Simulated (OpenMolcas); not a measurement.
# Potential curves of CH⁻: spin-free states

Computed with OpenMolcas 26.06: state-averaged CASSCF(6,5) over C 2s 2p, H 1s, XMS-CASPT2 (IPEA 0.25, imaginary shift 0.2 hartree), scalar X2C, ANO-RCC-VTZP, then RASSI spin–orbit state interaction with atomic mean-field integrals. C2 symmetry about the axis (a holds Σ, Δ, Γ; b holds Π, Φ, H; Σ⁺ and Σ⁻ are not told apart); roots by multiplicity and irrep: 3a 6, 3b 4, 5a 1, 1b 4, 1a 7.

XMS-CASPT2 energies in eV from the lowest point. Curves are followed by energy order within each symmetry, so they are adiabatic and may change character at avoided crossings; Σ⁺ and Σ⁻ are counted together.

```
R (Å)  (1)3Σ  (1)1Δ  (1)1Σ  (1)3Π  (1)1Π  (1)5Σ  (2)3Σ
0.992  0.323  1.521  2.160  2.432  2.577  3.185  3.257
1.049  0.094  1.292  1.933  2.228  2.360  3.027  3.101
1.101  0.006  1.204  1.849  2.159  2.285  3.014  3.087
1.153  0.000  1.195  1.847  2.175  2.294  3.086  3.160
1.211  0.066  1.259  1.916  2.264  2.374  3.199  3.313
1.268  0.186  1.374  2.039  2.391  2.509  3.353  3.520
1.349  0.414  1.589  2.270  2.633  2.776  3.614  3.867
1.453  0.757  1.926  2.623  3.012  3.261  3.908  4.370
1.614  1.288  2.492  3.209  3.655  4.116  4.136  5.127
```

**Question.** With masses 12.000 and 1.008 u, fit the curves (1)3Σ, (1)1Δ, (1)1Σ, (2)3Σ near their minima.

**Answer.** At XMS-CASPT2, Te from the lowest curve (the fit fixes ωe to a per cent or two; the method's Re and ωe can be off by some per cent):

```csv
curve,Te (cm⁻¹),Re (Å),ωe (cm⁻¹)
(1)3Σ,0,1.130,2750.7
(1)1Δ,9650,1.132,2732.3
(1)1Σ,14880,1.128,2769.8
(2)3Σ,24900,1.082,3234.3
```

The 7 lowest clean curves are shown; the next is (2)3Π, from 3.18 eV. Only roots inside an energy window near the equilibrium distance were included, so the list of states is not complete; labels number the states computed. Each spin and symmetry block has orbitals of its own, averaged over its own roots, so gaps between blocks are less sure than gaps within one and near the minimum can be off by tenths of an eV, in bad cases by more. No Rydberg orbitals are active, so Rydberg states, and σ→σ* states whose orbital the CASSCF left unused, can be missing between those listed. CASPT2 splits the two components of degenerate states numerically, here by up to 10 cm⁻¹. For an anion, states above the electron-detachment threshold (often below 1 to 3 eV) are held by the basis set and are not bound levels. No roots were computed in block 5b (none fell in the window or the block failed), so states of that kind are missing and can lie low or lowest. Points that failed a check (symmetry, reference weights, a jump) are left out.
